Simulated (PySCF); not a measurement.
Species: C5H5F.
SMILES with atom numbers: `[CH3:1][C:2]([F:3])=[C:4]1[CH:5]=[CH:6]1` (hydrogens: H7, H8, H9 on C1; H10 on C5; H11 on C6)

Cartesian coordinates in Å at the GFN2-xTB level; atoms count from 1:
```
atom  x, y, z in Å
C1    -1.7594    0.3183    0.1925
C2    -0.5675   -0.5723    0.0672
F3    -0.8842   -1.9128    0.1149
C4     0.6850   -0.2259   -0.0762
C5     2.1066   -0.5091   -0.2346
C6     1.7474    0.7587   -0.2051
H7    -1.4475    1.3570    0.1478
H8    -2.4643    0.1184   -0.6143
H9    -2.2691    0.1347    1.1383
H10    2.8592   -1.2542   -0.3139
H11    1.9991    1.7899   -0.2426
```

Vertical excitations from PySCF (density fitting, frozen core in the response, grid level 2 and gas phase unless stated; continuum runs use non-equilibrium linear response for the excitations) on a GFN2-xTB geometry. Reference run:

```json
{"settings": "CAM-B3LYP/def2-SVPD, full TDDFT, 8 singlets", "S1, eV (f)": "4.20 (0.015)", "S2, eV (f)": "5.61 (0.000)", "S3, eV (f)": "6.16 (0.002)", "S4, eV (f)": "6.36 (0.007)", "S5, eV (f)": "6.59 (0.000)", "S6, eV (f)": "6.89 (0.001)", "T1, eV (Tamm–Dancoff)": "3.12", "mean α (au)": "58.7"}
```

What do these settings give: PBE0/def2-TZVPP, grid level 3, damping 0.3 at the start, DIIS from the seventh cycle, full TDDFT, 6 singlets?

```csv
settings,"S1, eV (f)","S2, eV (f)","S3, eV (f)","S4, eV (f)","S5, eV (f)","S6, eV (f)","T1, eV (Tamm–Dancoff)",mean α (au)
"PBE0/def2-TZVPP, grid level 3, damping 0.3 at the start, DIIS from the seventh cycle, full TDDFT, 6 singlets",3.83 (0.011),6.21 (0.002),6.29 (0.000),6.49 (0.000),6.79 (0.001),7.12 (0.003),–,57.7
```

S1 moves by -0.37 eV; functional and basis change together, so the shift can't be laid on one. States are counted by energy in each run and needn't keep their character from row to row.

Which orbital pairs make up S1 in each run, and how does it sit against the orbital gap?

| settings | S1 configurations (weight) | S1 (eV) | orbital gap (eV) | S1 − gap (eV) |
| --- | --- | --- | --- | --- |
| CAM-B3LYP/def2-SVPD, full TDDFT, 8 singlets | H→L 0.99 | 4.20 | 7.52 | -3.32 |
| PBE0/def2-TZVPP, grid level 3, damping 0.3 at the start, DIIS from the seventh cycle, full TDDFT, 6 singlets | H→L 0.99 | 3.83 | 5.02 | -1.19 |

